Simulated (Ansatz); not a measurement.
# CH₃Si+ (singlet): the correlation ladder, cc-pVTZ

Aim: climb from Hartree-Fock through coupled cluster and multireference methods for CH₃Si+ (singlet) at one geometry and basis, and see what each rung misses.

Program: Ansatz 0.2.0, Gaussian basis. Level of theory: cc-pVTZ, core rule «outside noble gas», up to 6 orbitals frozen. These are calculated values, not measurements.

Plan: UHF; CCSD(T) on RHF; BCCD(T) on RHF; CCSDT(Q) on RHF; CASSCF and NEVPT2, 10 electrons in 11 orbitals.

5 further runs of the same task are left out: 1 for a known fault of the program, 4 set aside as unsound or not needed.

### Step 1. What is computed

The geometry is a PBE0/def2-TZVP stationary point (not a proven minimum) of the parent state, kept for this charge and spin.

5 atoms, charge 1, spin multiplicity 1.

Atoms are counted from 1 here; the program's logs count them from 0.

Bond lengths: Si1–C2 1.889 Å, C2–H3 1.094 Å, C2–H4 1.094 Å, C2–H5 1.104 Å. Angles: Si1–C2–H3 114.9°, Si1–C2–H4 114.9°, Si1–C2–H5 103.3°, H3–C2–H4 109.8°, H3–C2–H5 106.5°, H4–C2–H5 106.5°.

### Step 2. UHF

File in.yaml:

```yaml
crystal:
  periodic: [false, false, false]
  atoms:
    - {symbol: Si, position_ang: [-0.001312, 0.000000, 0.686035]}
    - {symbol: C, position_ang: [-0.011727, 0.000000, -1.202731]}
    - {symbol: H, position_ang: [-0.442590, -0.894419, -1.661140]}
    - {symbol: H, position_ang: [-0.442590, 0.894419, -1.661140]}
    - {symbol: H, position_ang: [1.061461, 0.000000, -1.461718]}
basis:
  gaussian: {orbitals: cc-pVTZ}
total_charge: 1
magnetization: {spin_polarized: true, initial_magnetization: 0}
hamiltonian: {xc: hf}
output: {orbitals: {seedname: orbitals}}
```

Started as:

```sh
ansatz run in.yaml --threads 1 --pin off --events-out ev --progress --plain --max-ram 4096MiB --backend cpu
```

The runs that follow: CCSD(T) on RHF; BCCD(T) on RHF; CCSDT(Q) on RHF; CASSCF and NEVPT2, 10 electrons in 11 orbitals.

Q: Predict the results of all the runs planned. Wanted: RCCSDT(Q) below the RHF energy; RMP2 from RCCSDT(Q); RCCSD from RCCSDT(Q); RCCSD(T) from RCCSDT(Q); NEVPT2 valence from RCCSDT(Q); T1 diagnostic; effectively unpaired electrons.

**Answer**, as computed:

| quantity | value |
| --- | --- |
| RCCSDT(Q) below the RHF energy | -7.8729 eV |
| RMP2 from RCCSDT(Q) | +110.0 kJ/mol |
| RCCSD from RCCSDT(Q) | +30.1 kJ/mol |
| RCCSD(T) from RCCSDT(Q) | +3.2 kJ/mol |
| NEVPT2 valence from RCCSDT(Q) | +111.8 kJ/mol |
| levels within 1 kcal/mol (43 meV) | RCCSD(T), BCCD(T), RCCSDT |
| T1 diagnostic | 0.013 |
| effectively unpaired electrons | 0.09 |

What this shows: RCCSD(T) misses by +3.2 kJ/mol, 0.4 % of the correlation energy. One determinant dominates. These misses are within one basis, not against nature.
